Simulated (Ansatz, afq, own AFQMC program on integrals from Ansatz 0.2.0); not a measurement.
**SiGeH$_{3}$, doublet → SiGeH3⁺, singlet**

| atom | x (Å) | y (Å) | z (Å) |
| --- | --- | --- | --- |
| Si | -0.0291 | 0.0911 | 1.6863 |
| Ge | 0.0129 | -0.0156 | -0.6336 |
| H | 0.2341 | -1.4090 | 1.7523 |
| H | -0.3266 | -1.2336 | -1.5256 |
| H | -0.0229 | 1.2257 | -1.5544 |

Connectivity, by distances: SiH–GeH2.

E(singlet, charge +1) − E(doublet, charge +0) at this geometry, on ROHF and RHF determinants.

Basis cc-pVDZ. Only valence electrons are correlated. Integrals, coupled cluster, full CI and functionals: Ansatz 0.2.0; the random walks run on the same integrals in our own AFQMC program. ph-AFQMC/CISD is guided by a CISD state made of CCSD amplitudes; releasing the constraint for a short imaginary time cuts its bias at the price of noise, slowly where states lie close. ± is one standard error of the sampling. No spin–orbit coupling. The errors of all members are added in quadrature.

No full CI on the walks' own integrals is used here; CCSDT(Q) serves as the reference and is uncertain by about the last step of the cluster series. Each member takes its own surest rung, up to full CI.

Errors are counted within cc-pVDZ, not against nature.

Cautions: inner d shell frozen; no relativity below Rb; no spin-orbit coupling; SiGeH₃ (doublet): higher spins were not checked, a spin-contaminated unrestricted determinant lies lower (UHF 167 meV lower, ⟨S²⟩ 0.96), the released energies move by 1.5 errors or more from one time to the next, so no released level is given (meV from the phaseless value at times in 1/Eh: -2 ± 3 at 0.24, -7.4 ± 2.0 at 0.51, -9.7 ± 1.9 at 0.99, -9 ± 7 at 1.62, -17 ± 3 at 2.40), its ph-AFQMC/CISD value lies 24 ± 3 meV above CCSDT(Q); SiGeH₃⁺ (singlet): restricted determinant unstable towards unrestricted (UHF 234 meV lower, ⟨S²⟩ 0.64), raised T1 diagnostic (T1 0.024, weight of the determinant 0.86, largest double 0.08), the released energies are still falling, so no released level is given (meV from the phaseless value at times in 1/Eh: -3 ± 3 at 0.24, -4 ± 3 at 0.51, -8 ± 4 at 0.99, -10 ± 3 at 1.62, -14 ± 3 at 2.40), though the last usable value meets CCSDTQ within the noise.

Reference (CCSDT(Q)): 774.4 kJ/mol.

```
        level  vertical ionization energy (kJ/mol)  error against CCSDT(Q) (kJ/mol)
           HF                                723.2                            -51.2
          MP2                                773.7                             -0.7
         CCSD                                769.1                             -5.4
      CCSD(T)                                773.4                             -1.0
        CCSDT                                774.3                             -0.2
ph-AFQMC/CISD                          773.5 ± 0.5                       -1.0 ± 0.5
```

Correlation beyond CCSD(T) adds 1.0 kJ/mol. The perturbative (T) step is worth +4.4 kJ/mol.
